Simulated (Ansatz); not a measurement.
**C3H7FO: a ladder of functionals and wavefunction methods**

The task here is to estimate one member of a computed series from the others.

Method: functionals in def2-TZVPP, the program's frozen cores in correlated methods; program: Ansatz 0.2.0, Gaussian basis.

Plan: PBE-D4, r2SCAN-D4, PBE0-D4, B3LYP-D4, ωB97X-V, ωB97M-V, B2PLYP; CCSD(T)/def2-TZVPP; MP2/def2-QZVPP; extrapolation to the limit.

## The geometry

All runs share one geometry, relaxed beforehand with PBE0-D4 in a triple-zeta def2 set.

SMILES `OCCCF`, 12 atoms, charge 0, spin multiplicity 1.

Atoms are counted from 1 here; the program's logs count them from 0.

Bond lengths: O1–C2 1.413 Å, O1–H6 0.959 Å, C2–C3 1.511 Å, C2–H7 1.097 Å, C2–H8 1.100 Å, C3–C4 1.505 Å, C3–H9 1.095 Å, C3–H10 1.094 Å, C4–F5 1.388 Å, C4–H11 1.096 Å, C4–H12 1.093 Å. Angles: C2–O1–H6 108.6°, O1–C2–C3 107.8°, O1–C2–H7 111.3°, O1–C2–H8 111.0°, C3–C2–H7 109.6°, C3–C2–H8 109.5°, H7–C2–H8 107.7°, C2–C3–C4 113.0°, C2–C3–H9 109.1°, C2–C3–H10 109.4°, C4–C3–H9 108.4°, C4–C3–H10 109.7°, H9–C3–H10 107.1°, C3–C4–F5 110.5°, C3–C4–H11 111.6°, C3–C4–H12 111.1°, F5–C4–H11 107.2°, F5–C4–H12 107.5° and more.

The first run:

in.yaml reads:

```yaml
crystal:
  periodic: [false, false, false]
  atoms:
    - {symbol: O, position_ang: [-1.154253, -0.827135, 1.657980]}
    - {symbol: C, position_ang: [-0.853965, -0.425659, 0.336884]}
    - {symbol: C, position_ang: [0.553573, 0.124614, 0.329649]}
    - {symbol: C, position_ang: [1.012014, 0.549805, -1.039666]}
    - {symbol: F, position_ang: [0.228216, 1.592501, -1.513492]}
    - {symbol: H, position_ang: [-2.074535, -1.095783, 1.695108]}
    - {symbol: H, position_ang: [-1.552333, 0.344139, -0.013339]}
    - {symbol: H, position_ang: [-0.919324, -1.276734, -0.357647]}
    - {symbol: H, position_ang: [1.240204, -0.644288, 0.699906]}
    - {symbol: H, position_ang: [0.617000, 0.971388, 1.019033]}
    - {symbol: H, position_ang: [0.933209, -0.269116, -1.763094]}
    - {symbol: H, position_ang: [2.047192, 0.901166, -1.017324]}
basis:
  gaussian: {orbitals: def2-TZVPP}
hamiltonian: {xc: pbe, dispersion: d4}
output: {forces: true, orbitals: {seedname: orbitals}}
```

Run with:

```bash
> ansatz run in.yaml --threads 4 --pin off --events-out ev --progress --plain --max-ram 10444MiB
```

Steps of the session up to this table: PBE-D4 (GGA); r2SCAN-D4 (meta-GGA); PBE0-D4 (hybrid); B3LYP-D4 (hybrid); ωB97X-V (range-separated); ωB97M-V (range-separated); B2PLYP (double hybrid); CCSD(T) in def2-TZVPP; MP2 in def2-QZVPP.

One table of the session follows, with a row left open; its other results are not shown here.

| method | atomisation energy (kcal/mol) |
| --- | --- |
| PBE-D4 | 1137.8 |
| r2SCAN-D4 | 1113.5 |
| PBE0-D4 | 1115.8 |
| B3LYP-D4 | 1110.5 |
| ωB97X-V | 1113.4 |
| ωB97M-V | 1114.8 |
| B2PLYP | 1100.9 |
| HF/def2-TZVPP | 809.4 |
| MP2/def2-TZVPP | 1104.8 |
| CCSD/def2-TZVPP | 1070.9 |
| CCSD(T)/def2-TZVPP | 1086.1 |
| MP2/CBS | ? |
| CCSD(T)/CBS | 1113.0 |

Q: Estimate the row for MP2/CBS from the others.

The run gave: atomisation energy (kcal/mol): 1131.7. In the column «atomisation energy (kcal/mol)» it lies between PBE0-D4 (1115.8) and PBE-D4 (1137.8).

Limits of these values: Free atoms (1 O, 3 C, 1 F, 7 H) were run apart at each level; the atomisation energy is their sum less the molecule, without zero-point or spin-orbit terms.
